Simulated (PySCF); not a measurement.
2-butynal, C4H4O.
SMILES: `CC#CC=O`

Level of theory: PBE0-D3(BJ)/def2-TZVP geometry optimisation, gas phase (PySCF 2.14.0).

Masses are those of the commonest isotopes; rigid-rotor values at the optimised geometry. 

Question: Give the principal moments of inertia and the rotational constants in GHz.

Answer: Ia = 11.48, Ib = 237.49, Ic = 245.82 u·Å²; 505379 MHz·u·Å²/I gives 44026, 2128 and 2056 MHz, that is A = 44.026, B = 2.1280, C = 2.0559 GHz.

Question: Classify the top.

Answer: A near-prolate asymmetric top; Ray's κ = -0.997.

Question: Is it planar, by Δ = Ic − Ia − Ib?

Answer: Not planar: Δ = Ic − Ia − Ib = -3.14 u·Å². For a rigid frame Δ = −2 Σ m c², so Σ m c² = 1.57 u·Å² lies off the ab plane, practically all of it from hydrogen. The atom farthest from that plane is 0.99 Å away.

Question: Give the other two planar moments, Paa and Pbb, and the rms extents of the mass along the axes.

Answer: Paa = Σ m a² = (Ib + Ic − Ia)/2 = 235.91 and Pbb = Σ m b² = (Ia + Ic − Ib)/2 = 9.91 u·Å². With the mass M = 68.03 u, the rms extents √(P/M) along a, b and c are 1.86, 0.38, 0.15 Å.

Question: List the rotational levels J(Ka,Kc) to J = 3 (MHz).

Answer: Above 0(0,0):
J = 1: 1(0,1) 4184, 1(1,1) 46082, 1(1,0) 46154
J = 2: 2(0,2) 12552, 2(1,2) 54378, 2(1,1) 54594, 2(2,1) 180289, 2(2,0) 180290
J = 3: 3(0,3) 25103, 3(1,3) 66821, 3(1,2) 67254, 3(2,2) 192841, 3(2,1) 192842, 3(3,1) 402513, 3(3,0) 402513
The levels of one J sum to (2J + 1)J(J + 1)(A + B + C)/3.

Question: Predict some low-J microwave lines.

Answer: The dipole components are |μa| = 3.76 D, |μb| = 1.44 D, |μc| = 0.01 D. Intensities carry the squares of the components, which stand as 1.00 : 0.15 : 0.00 (a : b : c). Some lines, for components of 0.1 D or more:

| type | branch | J(Ka,Kc) | MHz | lower level (cm⁻¹) |
| --- | --- | --- | --- | --- |
| a | R | 1(0,1) ← 0(0,0) | 4184 | 0.000 |
| a | R | 2(1,2) ← 1(1,1) | 8296 | 1.537 |
| a | R | 3(1,2) ← 2(1,1) | 12660 | 1.821 |
| b | R | 4(1,4) ← 3(0,3) | 58310 | 0.837 |
| b | Q | 3(2,2) ← 3(1,3) | 126020 | 2.229 |
| b | R | 2(2,1) ← 1(1,0) | 134135 | 1.540 |
| b | R | 2(2,0) ← 1(1,1) | 134207 | 1.537 |
| b | R | 3(2,1) ← 2(1,2) | 138464 | 1.814 |
| b | R | 4(2,3) ← 3(1,2) | 142322 | 2.243 |
| b | R | 5(2,4) ← 4(1,3) | 146362 | 2.806 |
| b | Q | 3(3,0) ← 3(2,1) | 209672 | 6.433 |
| b | R | 5(4,2) ← 4(3,1) | 314461 | 13.985 |
| b | R | 5(5,0) ← 4(4,1) | 398329 | 23.776 |

No PBE0-D3(BJ)/def2-TZVP frequencies stand behind this structure, so it isn't proved a minimum. These are rigid-rotor constants of the computed structure; measured ground-state constants (B0) also hold zero-point vibration. A rigid rotor knows nothing of internal rotation, which can split or shift real lines.
